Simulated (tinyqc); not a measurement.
Pariser-Parr-Pople SCF with singles CI, for the molecule Nc1c[cH+]1 (SMILES; centres numbered as the heavy atoms are written), step by step. Computed by tinyqc, a small Python program that keeps every step. Settings: charge = 1, gamma = MN, start = huckel, damping = 0, iteration cap = 74, excitations kept = 4. Command: `OMP_NUM_THREADS=1 python tinyqc.py 20290 20291 out.jsonl` (the two numbers bound the seeds that draw the settings). One thread of a shared host (Intel(R) Xeon(R) Processor @ 2.60GHz), about 0.01 s of CPU time with the checks. Later iterations appear only in the table of the cycle.

## PPP integrals

Centres (angstrom, eV; a flat drawing with bonds scaled to 1.40 angstrom):

| centre | x | y | core charge z | W | gamma_rr |
|---|---|---|---|---|---|
| 1N | 1.656000 | 0.000000 | 2 | 26.330000 | 19.260000 |
| 2C | 0.256000 | 0.000000 | 1 | 11.460000 | 12.580000 |
| 3C | -0.956000 | 0.700000 | 1 | 11.460000 | 12.580000 |
| 4C | -0.956000 | -0.700000 | 1 | 11.460000 | 12.580000 |

Resonance integrals (eV):

| i | j | beta |
|---|---|---|
| 1 | 2 | -2.100000 |
| 2 | 3 | -2.390000 |
| 3 | 4 | -2.390000 |
| 4 | 2 | -2.390000 |

Mataga-Nishimoto: gamma = 14.399645/(R + a), a = 2 x 14.399645/(gamma_rr + gamma_ss); H_rr = -W_r - sum_(s != r) z_s gamma_rs; H_rs = beta for bonds.

repulsion gamma_rs (eV), lower triangle:
```
           1N         2C         3C         4C
1N  19.260000
2C   6.248489  12.580000
3C   3.990289   5.659640  12.580000
4C   3.990289   5.659640   5.658801  12.580000
```

core matrix H (eV), lower triangle:
```
            1N          2C          3C          4C
1N  -40.559068
2C   -2.100000  -35.276258
3C    0.000000   -2.390000  -30.759020
4C    0.000000   -2.390000   -2.390000  -30.759020
```

## Starting guess

pi electrons, sum of z_r less the charge = 4

Orbitals of the Hueckel matrix of the beta values.

P at the start, lower triangle:
```
           1N        2C        3C        4C
1N   1.543808
2C   0.722342  0.856233
3C  -0.302073  0.478306  0.799979
4C  -0.302073  0.478306  0.799979  0.799979
```

## Iteration 1: Fock matrix

F_rr = H_rr + P_rr gamma_rr / 2 + sum_(s != r) P_ss gamma_rs; F_rs = H_rs - P_rs gamma_rs / 2; E = tr P (H + F) / 2 + core repulsion sum_(r<s) z_r z_s gamma_rs.

F (eV), lower triangle:
```
            1N          2C          3C          4C
1N  -13.957735
2C   -4.356772  -11.188893
3C    0.602678   -3.743521  -10.194013
4C    0.602678   -3.743521   -4.653462  -10.194013
```

pi energy = -65.829733 eV

## Iteration 1: orbitals and new P

Diagonalise F (the basis is taken as orthonormal) and form P = 2 sum c c over the lowest orbitals.

orbital energies (eV): -19.436090  -15.119009  -5.540550  -5.439004

P after iteration 1, lower triangle:
```
           1N        2C        3C        4C
1N   1.615183
2C   0.671669  0.827652
3C  -0.291899  0.509489  0.778582
4C  -0.291899  0.509489  0.778582  0.778582
```

## Iteration 2: Fock matrix

As before.

F (eV), lower triangle:
```
            1N          2C          3C          4C
1N  -13.619740
2C   -4.198458  -11.164880
3C    0.582382   -3.831761  -10.326633
4C    0.582382   -3.831761   -4.592921  -10.326633
```

pi energy = -65.872333 eV

## Iteration 2: orbitals and new P

As before.

orbital energies (eV): -19.455660  -14.844503  -5.733712  -5.404012

P after iteration 2, lower triangle:
```
           1N        2C        3C        4C
1N   1.616251
2C   0.669615  0.831569
3C  -0.293130  0.511491  0.776090
4C  -0.293130  0.511491  0.776090  0.776090
```

## Iteration 3: Fock matrix

As before.

F (eV), lower triangle:
```
            1N          2C          3C          4C
1N  -13.604872
2C   -4.192041  -11.161782
3C    0.584837   -3.837429  -10.329985
4C    0.584837   -3.837429   -4.585869  -10.329985
```

pi energy = -65.872594 eV

## Iteration 3: orbitals and new P

As before.

orbital energies (eV): -19.453177  -14.833755  -5.744116  -5.395577

P after iteration 3, lower triangle:
```
           1N        2C        3C        4C
1N   1.616453
2C   0.669258  0.832201
3C  -0.293326  0.511829  0.775673
4C  -0.293326  0.511829  0.775673  0.775673
```

## Convergence

Stop when output and input P, before any damping, agree to 1e-7.

Course of the cycle:

| iteration | E (eV) | largest \|P(out) - P(in)\| |
|---|---|---|
| 1 | -65.82973303 | 7.14e-02 |
| 2 | -65.87233329 | 3.92e-03 |
| 3 | -65.87259364 | 6.32e-04 |
| 4 | -65.87260079 | 1.04e-04 |
| 5 | -65.87260099 | 1.72e-05 |
| 6 | -65.87260099 | 2.84e-06 |
| 7 | -65.87260099 | 4.68e-07 |
| 8 | -65.87260099 | 7.72e-08 |

Converged in 8 iterations.

## Converged orbitals

Charges are z - P_rr.

orbital energies (eV): -19.452701  -14.831501  -5.746246  -5.393921

coefficients:
```
         MO1        MO2        MO3        MO4
1N  0.354268   0.826281   0.000000  -0.437897
2C  0.630947   0.134420   0.000000   0.764092
3C  0.488057  -0.386775   0.707107  -0.334970
4C  0.488057  -0.386775  -0.707107  -0.334970
```

pi charges: 1N 0.383507, 2C 0.167674, 3C 0.224409, 4C 0.224409

## Singles CI, singlets

Over the 4 single excitations with the smallest orbital gaps: A = (e_a - e_i) delta + 2 (ia|jb) - (ij|ab), with (pq|rs) = sum c_mp c_mq gamma_mn c_nr c_ns. f = 2/3 w |mu|^2 in atomic units, mu = sqrt2 sum c_ia sum_m c_mi c_ma R_m.

singlet CI matrix (eV), lower triangle:
```
           2>3       2>4       1>3        1>4
2>3   5.600978
2>4   0.000000  6.517052
1>3  -0.818161  0.000000  9.905358
1>4   0.000000  0.206570  0.000000  10.301326
```

singlet excitation energies (eV): 5.450711  6.505809  10.055625  10.312569

oscillator strengths: 0.079831  0.782578  0.521415  0.032518

## Singles CI, triplets

Over the 4 single excitations with the smallest orbital gaps: A = (e_a - e_i) delta - (ij|ab), with (pq|rs) = sum c_mp c_mq gamma_mn c_nr c_ns.

triplet CI matrix (eV), lower triangle:
```
          2>3        2>4       1>3       1>4
2>3  3.530221
2>4  0.000000   1.806891
1>3  1.794849   0.000000  6.608098
1>4  0.000000  -0.934358  0.000000  6.204925
```

triplet excitation energies (eV): 1.616619  2.704880  6.395196  7.433439
